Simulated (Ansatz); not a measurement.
# H2S (hydrogen sulfide) at PBE0/aug-cc-pVTZ

What is the energy change on altering one bond length of H2S (hydrogen sulfide) at PBE0/aug-cc-pVTZ? 

The results are computed with Ansatz 0.2.0.

34 further runs of the same task are left out: 34 set aside as unsound or not needed.

### Step 1. The molecule

H2S has 3 atoms, charge 0, and is taken as a singlet. As SMILES, `S`. The shape is that of a PBE0-D4/def2-TZVP optimisation.

Bond lengths: S1–H2 1.341 Å, S1–H3 1.341 Å. Angles: H2–S1–H3 92.3°.

### Step 2. The energy at PBE0/aug-cc-pVTZ

File in.yaml:

```yaml
basis:
  gaussian: {orbitals: aug-cc-pVTZ}
crystal:
  periodic: [false, false, false]
  atoms:
    - {symbol: S, position_ang: [0.495500, -0.280600, 0.243900]}
    - {symbol: H, position_ang: [0.097900, 0.997700, 0.162400]}
    - {symbol: H, position_ang: [-0.593400, -0.717100, -0.406300]}
hamiltonian: {xc: pbe0}
accuracy: high
output: {orbitals: {seedname: orbitals}}
```

Run with:

```console
$ ansatz run in.yaml --threads 1 --pin off --max-ram 3480MiB --events-out events.jsonl --progress --plain --runs-dir runs
```

Log:

```text
Warning: RAYON_NUM_THREADS=1 ignored (pool sized by the plan → 1); use --threads N
Functional definition: PBE0
  name "PBE0"
  parameter a = 0.25
  parameter kappa = 0.804
  parameter beta = 0.06672455060314922
  exchange = (1 - a)*pbe_x(kappa = kappa, mu = beta*pi^2/3) + a*exact_x
  correlation = pbe_c(beta = beta)
1402 factors; integrals over basis functions are off by at most 3.5e-9 eV
mean field evaluation 1: about -10864.1904 eV, gradient 1.2e1 eV
mean field evaluation 2: about -10864.3608 eV, gradient 1.1e1 eV
mean field evaluation 4: about -10864.6353 eV, gradient 8.1e-1 eV
mean field evaluation 8: about -10864.6367 eV, gradient 2.2e-3 eV
mean field evaluation 16: about -10864.6367 eV, gradient 1.2e-7 eV
mean field -10864.63667432 eV, -399.2680334659 hartree, gradient 8.1e-9 eV, S^2 0.000000; 0 other end points of the search recorded, 0 dependent functions left out
reference -10864.63667766 eV, -399.2680335887 hartree; 9, 9 occupied and 87, 87 virtual orbitals, 1402 factors
Total energy: -10864.63667766 eV, -399.2680335887 hartree
```

It took 2.5 s on 1 thread of Arm Neoverse V2, shared host; peak memory 0.19 GiB.

### Step 3. The distorted shape, same level

File job.yaml:

```yaml
crystal:
  periodic: [false, false, false]
  atoms:
    - symbol: S
      position_ang: [0.822132, -0.149665, 0.438938]
    - symbol: H
      position_ang: [0.424532, 1.128635, 0.357438]
    - symbol: H
      position_ang: [-0.593400, -0.717100, -0.406300]
basis:
  gaussian:
    orbitals: aug-cc-pVTZ
total_charge: 0
hamiltonian:
  xc: pbe0
accuracy: high
output: {orbitals: {seedname: orbitals}}
```

Run with:

```console
$ ansatz run job.yaml --threads 1 --pin off --max-ram 3480MiB --events-out events.jsonl --progress --plain --runs-dir runs
```

Log:

```text
Warning: RAYON_NUM_THREADS=1 ignored (pool sized by the plan → 1); use --threads N
Functional definition: PBE0
  name "PBE0"
  parameter a = 0.25
  parameter kappa = 0.804
  parameter beta = 0.06672455060314922
  exchange = (1 - a)*pbe_x(kappa = kappa, mu = beta*pi^2/3) + a*exact_x
  correlation = pbe_c(beta = beta)
1413 factors; integrals over basis functions are off by at most 3.5e-9 eV
mean field evaluation 1: about -10862.9442 eV, gradient 1.2e1 eV
mean field evaluation 2: about -10862.7225 eV, gradient 1.6e1 eV
mean field evaluation 4: about -10863.4769 eV, gradient 4.6e-1 eV
mean field evaluation 8: about -10863.4764 eV, gradient 1.6e-3 eV
mean field evaluation 16: about -10863.4764 eV, gradient 2.4e-8 eV
mean field -10863.47640546 eV, -399.2253943719 hartree, gradient 2.4e-8 eV, S^2 0.000000; 0 other end points of the search recorded, 0 dependent functions left out
reference -10863.47640896 eV, -399.2253945003 hartree; 9, 9 occupied and 87, 87 virtual orbitals, 1413 factors
Total energy: -10863.47640896 eV, -399.2253945003 hartree
```

Wall time 2.6 s (1 thread of Arm Neoverse V2, shared host); peak memory 0.19 GiB.

### Step 4. Summary of results

Level: PBE0/aug-cc-pVTZ.

```
                                                         quantity          value
                                        first shape: total energy  -399.26803 Eh
                                         first shape: HOMO energy       -7.57 eV
                                         first shape: LUMO energy       -0.31 eV
                                       first shape: HOMO–LUMO gap        7.26 eV
                                    distorted shape: total energy  -399.22539 Eh
                                     distorted shape: HOMO energy       -7.52 eV
                                     distorted shape: LUMO energy       -1.86 eV
                                   distorted shape: HOMO–LUMO gap        5.66 eV
energy change with the S1–H3 bond stretched from 1.341 to 1.744 Å       1.160 eV
```

With the S1–H3 bond stretched from 1.341 to 1.744 Å the energy rises by 1.16 eV (112 kJ/mol).
